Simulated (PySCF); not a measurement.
Molecule: SMILES C=C[P-]P, [C₂H₅P₂]-.

Bonds (- single, = double, # triple, : aromatic): C1=C2, C2-P3, P3-P4. C1 carries H5, H6; C2 carries H7; P4 carries H8, H9. Formal charges: P3 -1.

Total charge -1. H6 is cis to P3; H5 is trans to P3.

Frames of a GFN2-xTB Langevin trajectory at 300 K; GIAO PBE0/pcSseg-1 shieldings in PySCF 2.14, gas phase, non-relativistic; equivalent atoms averaged within each frame.

References, each an isolated molecule treated in the same way: TMS for 13C (σref 186.93) and 1H (σref 31.72); 31P (σref 318.38) against H3PO4. The references are static minima.

How do the shifts (ppm) fluctuate along the trajectory?

Results:


```
         time (fs)     C2     C1      P3      P4    H7    H6  H8/H9    H5
optimised geometry  179.8   87.7  -144.7  -176.1  7.36  4.37   3.13  3.96
               250  181.7   92.2  -124.4  -127.6  7.28  4.71   4.61  3.68
               425  187.8   99.4  -123.7  -129.0  7.41  5.26   4.24  5.14
               625  190.2   89.7  -119.0  -183.8  7.89  3.84   2.54  4.66
               800  195.9  102.0  -156.5  -187.7  8.37  4.24   2.59  5.48
              1000  178.8   88.7  -152.7  -174.6  7.51  4.07   3.47  4.74
    mean of frames  186.9   94.4  -135.3  -160.6  7.69  4.42   3.49  4.74
standard deviation    6.8    6.0    17.8    29.8  0.44  0.56   0.94  0.68
```

5 frames give an uncertainty of the mean of about the standard deviation over 2.2 at best, since frames this close in time may not be independent; classical motion lacks zero-point vibration, and the reference would need the same averaging.
